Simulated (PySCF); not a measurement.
formamide (CH3NO), SMILES NC=O.

Coordinates come from a PBE0-D3(BJ)/def2-TZVP optimisation. The values are those of a single conformer.

Level of theory: PySCF with TDDFT-B3LYP/def2-SVPD.

Vertical excitations. The molecule is in vacuum. State labels are in the subgroup Cs.

| state | symmetry | energy (eV) | λ (nm) | f | main pairs |
|---|---|---|---|---|---|
| S1 | A" | 5.64 | 220 | 0.001 | HOMO→LUMO 100 % |
| S2 | A' | 6.79 | 183 | 0.006 | HOMO→LUMO+1 87 % |
| S3 | A" | 7.11 | 174 | 0.012 | HOMO−1→LUMO+1 99 % |
| S4 | A' | 7.52 | 165 | 0.085 | HOMO→LUMO+2 93 % |
| S5 | A' | 7.93 | 156 | 0.321 | HOMO−1→LUMO 75 %, HOMO→LUMO+1 12 % |
| S6 | A" | 7.94 | 156 | 0.003 | HOMO−1→LUMO+2 98 % |
| S7 | A' | 8.51 | 146 | 0.054 | HOMO→LUMO+3 97 % |
| S8 | A" | 8.92 | 139 | 0.006 | HOMO−1→LUMO+3 97 % |
| S9 | A" | 9.25 | 134 | 0.009 | HOMO→LUMO+5 99 % |
| S10 | A' | 9.30 | 133 | 0.020 | HOMO→LUMO+4 95 % |
| T1 | A" | 5.12 | 242 | 0 | HOMO→LUMO 99 % |
| T2 | A' | 5.52 | 225 | 0 | HOMO−1→LUMO 97 % |
| T3 | A' | 6.62 | 187 | 0 | HOMO→LUMO+1 98 % |
| T4 | A" | 6.85 | 181 | 0 | HOMO−1→LUMO+1 97 % |
Triplets are in the Tamm–Dancoff approximation, which puts them higher than full response would, so one can lie above its singlet here.
